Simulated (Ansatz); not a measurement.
System: rutile TiO2. Method: rVV10 (Ansatz, a quantum-chemistry and plane-wave program, plane waves, PAW).

Numerical settings: plane-wave cutoff 520 eV, 8×8×12 k mesh (along the axes of the cell as run), Fermi–Dirac smearing 0.01 eV, no spin polarisation, scalar-relativistic PAW data made under PBE.

Computed at the level's own relaxed cell.

### Question
Predict the band gap, lattice parameter c, bulk modulus, volume per atom and pressure derivative B′ of the bulk modulus.

### Answer

- band gap = 1.79 eV (direct)
- lattice parameter c = 2.981 Å
- bulk modulus = 208 GPa
- volume per atom = 10.73 Å³/atom
- pressure derivative B′ of the bulk modulus = 5.2

Measured, for comparison: lattice parameter c 2.954 Å (15 K, zero-point motion not removed; as tabulated in Burdett, Hughbanks, Miller, Richardson, Smith, powder neutron diffraction …); bulk modulus 212 ± 1 GPa (room temperature, no zero-point or thermal correction, adiabatic, from measured elastic constants, our sources range from 210 to 239; as tabulated in Elasticity of TiO2 rutile to 1800 K). Computed (rounded) less measured: lattice parameter c +0.9 %, bulk modulus not scored (sources differ).

Note: the bulk modulus comes from volumes at which shape and atoms were relaxed.

Static lattice: no zero-point or thermal effects.

Computing time: around 8 core-minutes (rough).
